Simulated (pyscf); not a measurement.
PySCF, gas phase, ωB97X-D3(BJ)/def2-SVP geometries.

Problem. H₃Si–SiH(SiH₃)–SiH₃ + •H₂Si–SiH₃ -> H₃Si–Si•(SiH₃)–SiH₃ + disilane (H₃Si–SiH₃)
Surface: doublet. Broken: H–Si. Formed: H–Si. Give ΔE‡ and ΔE from ωB97M-D3(BJ)/def2-TZVP, relative to the separated reactants.

Solution. ΔE‡ = 4.1 kcal/mol, ΔE = -5.5 kcal/mol. Zero-point energy shifts the barrier by -1.8 kcal/mol. It is a hydrogen abstraction, with an imaginary mode of 1358i cm⁻¹. On the product side the descent ends in a complex, 6.1 kcal/mol under the separated species and 15.2 kcal/mol under the saddle at ωB97X-D3(BJ)/def2-TZVP. This is the saddle that the search found; another between the same sides may lie lower. The angle at the transferred H is 152°.
